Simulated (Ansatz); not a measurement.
Write a Python script for Ansatz 0.2.0, Python API that makes an active-space calculation of ClFH₂Si, SMILES F[SiH2]Cl. Level of theory: Hartree-Fock, 6-31G* basis, multiplicity 1.

```json
{"atom": "F", "x (Å)": "-0.4693", "y (Å)": "0.1186", "z (Å)": "1.5419"}
{"atom": "Si", "x (Å)": "0.0652", "y (Å)": "-0.0766", "z (Å)": "0.0574"}
{"atom": "Cl", "x (Å)": "-1.0796", "y (Å)": "0.9779", "z (Å)": "-1.3120"}
{"atom": "H", "x (Å)": "0.0631", "y (Å)": "-1.5037", "z (Å)": "-0.2965"}
{"atom": "H", "x (Å)": "1.4705", "y (Å)": "0.4101", "z (Å)": "-0.0321"}
```

`run_cas.py`:
```python
"""Active-space calculation on ClFH2Si."""

import ansatz as az

BASIS_SET = "6-31G*"

GEOMETRY = """
F    -0.46930    0.11860    1.54190
Si    0.06520   -0.07660    0.05740
Cl   -1.07960    0.97790   -1.31200
H     0.06310   -1.50370   -0.29650
H     1.47050    0.41010   -0.03210
"""

clfh2si = az.Crystal.molecule()
for line in GEOMETRY.strip().splitlines():
    symbol, *xyz = line.split()
    clfh2si = clfh2si.atom(symbol, [float(v) for v in xyz])

job = clfh2si.calculation().basis(gaussian=BASIS_SET).correlation(active_electrons=4, active_orbitals=5)
for method in [None]:
    rep = (job if method is None else job.correlation(method)).run(threads=1).report
    space = rep["configurations"]
    state = space["states"][0]
    print(method or "casscf", f"total {rep['free_energy_ev'] / 27.211386246:.6f} Ha, active-space state {state['energy']['hartree']:.6f} Ha, mean field {rep['reference_energy_ev'] / 27.211386246:.6f} Ha")
    print("  determinants", state["n_determinants"], " natural occupations", [round(n, 3) for n in space["natural_occupations"]])
```

```console
$ python run_cas.py
casscf total -849.144790 Ha, active-space state -849.144790 Ha, mean field -849.109080 Ha
  determinants 100  natural occupations [1.985, 1.98, 0.018, 0.012, 0.005]
```

Caveats:
- Total energies depend on the basis set; only differences at equal settings carry meaning.
- The geometry is a force-field or estimated start, not a minimum of this method, and the basis set is short of its limit. The active space starts as a window about the frontier orbitals and is then optimised, not chosen by chemistry.
- It ran for 8.3 s on 1 thread of Intel(R) Xeon(R) Platinum 8259CL CPU @ 2.50GHz (Skylake/Cascade Lake), with other jobs on the host, peak memory 0.18 GiB.

(Lines on the test bed's own set-up are left out of the output.)
